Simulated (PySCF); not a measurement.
A thermochemical cycle for CH

PBE0 in PySCF with def2-TZVPPD on every atom, for the lowest determinant that a PBE0 search found; no spin–orbit coupling. CH, a doublet (π ↑), has De = 3.60 eV to neutral atoms, and CH⁺, a singlet (closed shell), has De = 4.11 eV to H + C⁺.

The adiabatic ionisation energy of CH, between the minima, is 10.99 eV.

Problem. Which ionisation energy of the C atom does this level give?

Solution. IE(C) = IE(molecule) + De(ion) − De(neutral) = 10.99 + 4.11 − 3.60 = 11.50 eV; the measured value is 11.26 eV (NIST ASD).

For an ion De counts to the pair picked by the measured ionisation energies or electron affinities, which need not be the lowest pair at this level. States were picked by a PBE0 search and need not be the measured ground states.
